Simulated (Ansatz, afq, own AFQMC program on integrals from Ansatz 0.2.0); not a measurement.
**Where AFQMC and coupled cluster stand for SiNH3, singlet**

```csv
atom,x (Å),y (Å),z (Å)
N,-0.3082,-0.4693,0.1008
Si,0.0655,1.1719,0.4457
H,0.1466,-1.0662,-0.5832
H,-1.0468,-0.9612,0.5944
H,1.1928,1.2511,-0.5992
```

Connectivity, by distances: NH2–SiH.

Basis def2-TZVP. Only valence electrons are correlated. AFQMC by an in-house program on the Cholesky factors that Ansatz 0.2.0 writes for its CCSD(T) run. The CISD trial takes its coefficients from CCSD amplitudes. Released means that phaseless walkers are propagated on without the constraint, phases kept. Uncertainties: one standard error, sampling alone.

Determinant: RHF, the one that the program's search chose, which needn't be the lowest solution. The geometry is a PBE0/def2-SVP stationary point of this or a neighbouring charge and spin state.

No full CI on the walks' own integrals is used here; CCSDT(Q) serves as the reference and is uncertain by about the last step of the cluster series.

Cautions: the released energies move by 1.5 errors or more from one time to the next, so no released level is given (meV from the phaseless value at times in 1/Eh: -1 ± 4 at 0.24, -2 ± 4 at 0.51, -11 ± 3 at 0.99, -3 ± 6 at 1.62, -22 ± 7 at 2.40), though the last usable value meets CCSDT(Q) within the noise.

The T1 diagnostic is 0.0156 and the weight of the determinant in the CISD state is 0.862. The size of the correlated space is 12 electrons in 80 orbitals.

Reference: CCSDT(Q), correlation energy -9.680 eV.

```
        level  E − E(reference) (kJ/mol)  share of correlation (%)
           HF                      933.9                      0.00
          MP2                      109.8                     88.24
         CCSD                       38.3                     95.90
      CCSD(T)                        4.0                     99.57
        CCSDT                        2.0                     99.78
ph-AFQMC/CISD                  0.9 ± 0.5                     99.90
```
